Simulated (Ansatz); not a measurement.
Other settings, tried on BMe2H (C₂H₇B).

```yaml
crystal:
  periodic: [false, false, false]
  atoms:
    - {symbol: B, position_ang: [-0.287171, -0.490185, -0.015133]}
    - {symbol: C, position_ang: [1.273088, -0.552682, -0.001273]}
    - {symbol: H, position_ang: [1.549880, -0.817431, 1.040397]}
    - {symbol: H, position_ang: [1.784092, 0.393560, -0.232002]}
    - {symbol: H, position_ang: [1.692370, -1.364040, -0.615354]}
    - {symbol: C, position_ang: [-1.100686, 0.842742, 0.006376]}
    - {symbol: H, position_ang: [-1.478154, 0.981900, -1.027692]}
    - {symbol: H, position_ang: [-0.523234, 1.744174, 0.258423]}
    - {symbol: H, position_ang: [-2.008443, 0.795219, 0.627397]}
    - {symbol: H, position_ang: [-0.901743, -1.533247, -0.041138]}
basis:
  gaussian: {orbitals: def2-mTZVP, final_grid: {core_spheres: 5, valence_spheres: 4, degree: 11}}
magnetization: {spin_polarized: false, initial_magnetization: 2}
hamiltonian: {xc: {name: B3LYP5}}
scf: {lower_state_search: off}
output: {forces: true}
```

```sh
$ ansatz run in.yaml --threads 4 --pin off --events-out ev --progress --plain --max-ram 3916MiB
```

Shortened log:

```
Functional definition: B3LYP5
784 factors; integrals over basis functions are off by at most 1.0e-3 eV
mean field evaluation 1: about -2846.5484 eV, gradient 6.6e1 eV
mean field evaluation 2: about -2846.7006 eV, gradient 6.6e1 eV
mean field evaluation 4: about -2856.9945 eV, gradient 1.0e1 eV
mean field evaluation 8: about -2857.3123 eV, gradient 6.8e0 eV
mean field evaluation 16: about -2857.5304 eV, gradient 2.6e-1 eV
mean field -2857.53061807 eV, -105.0123133102 hartree, gradient 7.2e-6 eV, S^2 2.000000; 0 other end points of the search recorded, 0 dependent functions left out
reference -2857.53083593 eV, -105.0123213165 hartree; 13, 11 occupied and 65, 67 virtual orbitals, 784 factors
Total energy: -2857.53083593 eV, -105.0123213165 hartree
Atom 0 at    -0.287171    -0.490185    -0.015133 Å, force     1.882185     3.285425     0.053879 eV/Å
Atom 1 at     1.273088    -0.552682    -0.001273 Å, force     1.124896    -2.674848     0.952744 eV/Å
Atom 2 at     1.549880    -0.817431     1.040397 Å, force     0.330020     0.060642    -0.259943 eV/Å
Atom 3 at     1.784092     0.393560    -0.232002 Å, force    -0.585569     0.145876    -0.412856 eV/Å
Atom 4 at     1.692370    -1.364040    -0.615354 Å, force     0.286595     0.363288     0.015117 eV/Å
Atom 5 at    -1.100686     0.842742     0.006376 Å, force    -2.855879    -0.357178    -0.954340 eV/Å
Atom 6 at    -1.478154     0.981900    -1.027692 Å, force    -0.094868     0.329768     0.263524 eV/Å
Atom 7 at    -0.523234     1.744174     0.258423 Å, force     0.408219    -0.441700     0.376909 eV/Å
Atom 8 at    -2.008443     0.795219     0.627397 Å, force     0.161849     0.438345    -0.006718 eV/Å
Atom 9 at    -0.901743    -1.533247    -0.041138 Å, force    -0.657449    -1.149619    -0.028319 eV/Å
Dipole moment:     0.020712     0.026613     0.003645 e Å
Checks for a lower state left out: stability, starts, cluster_reference, orbital_swaps, neighbouring_geometries, increment
```

Hardware: 4 threads of AMD EPYC 7R43 on a shared host. Wall time 1 s.

With spin_polarized false and unpaired electrons the run is restricted open-shell.
